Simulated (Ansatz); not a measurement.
# SiH (quartet): the correlation ladder at distance Si1–H2 = 1.623 Å, cc-pVQZ

One table from this session's results is given with a row withheld; the runs are named, their logs left out.

Computed with Ansatz 0.2.0, Gaussian basis. Level: cc-pVQZ, core rule «outside noble gas», up to 5 orbitals frozen.

The runs, in order: UHF; CCSD(T) on ROHF; CCSD(T) on UHF; BCCD(T) on ROHF; CCSDT(Q) on ROHF; CCSDT(Q) on UHF; CASSCF and MRCISD+Q, 5 electrons in 5 orbitals; CASSCF and NEVPT2, 5 electrons in 5 orbitals.

10 further runs of the same task are left out: 10 that didn't finish. Runs told in other sessions of the task aren't counted.

**What is computed**

The geometry derives from a PBE0/def2-TZVP stationary point (not a proven minimum). One bond is set to the value named and the two fragments are kept rigid.

2 atoms, charge 0, spin multiplicity 4.

Atoms are counted from 1 here; the program's logs count them from 0.

Bond lengths: Si1–H2 1.623 Å.

The first run:

The input, in.yaml:

```yaml
crystal:
  periodic: [false, false, false]
  atoms:
    - {symbol: Si, position_ang: [0.000000, 0.000000, 0.000000]}
    - {symbol: H, position_ang: [0.000000, 0.000000, 1.623000]}
basis:
  gaussian: {orbitals: cc-pVQZ}
magnetization: {spin_polarized: true, initial_magnetization: 3}
hamiltonian: {xc: hf}
output: {orbitals: {seedname: orbitals}}
```

The run is started by

```console
> ansatz run in.yaml --threads 1 --pin off --events-out ev --progress --plain --max-ram 4096MiB --backend cpu
```

Among the steps run: UHF; CCSD(T) on ROHF; CCSD(T) on UHF; BCCD(T) on ROHF; CCSDT(Q) on ROHF; CCSDT(Q) on UHF; CASSCF and MRCISD+Q, 5 electrons in 5 orbitals; CASSCF and NEVPT2, 5 electrons in 5 orbitals.

One of the session's tables, all rows but one given; the rest of the session is left out.

It belongs to the step «Misses and costs». 

```
          method  from UCCSDT(Q) (kcal/mol)
            ROHF                     +57.27
             UHF                     +56.13
            RMP2                     +14.61
            UMP2                          ?
           RCCSD                      +2.96
           UCCSD                      +2.87
        RCCSD(T)                      +0.68
        UCCSD(T)                      +0.64
         BCCD(T)                      +0.66
          RCCSDT                      +0.10
          UCCSDT                      +0.07
       RCCSDT(Q)                      +0.04
       UCCSDT(Q)                          0
  CASSCF valence                     +44.78
  NEVPT2 valence                     +13.48
  MRCISD valence                      +3.55
MRCISD+Q valence                      +1.54
```

Estimate the missing values for UMP2.

The run gave: from UCCSDT(Q) (kcal/mol): +14.39. In the column «from UCCSDT(Q) (kcal/mol)» it lies between NEVPT2 valence (+13.48) and RMP2 (+14.61).

Limits of these values: Restricted and unrestricted rows rest on different reference determinants; a gap between their highest levels can come from leftover correlation error, from unlike frozen cores or from another state.
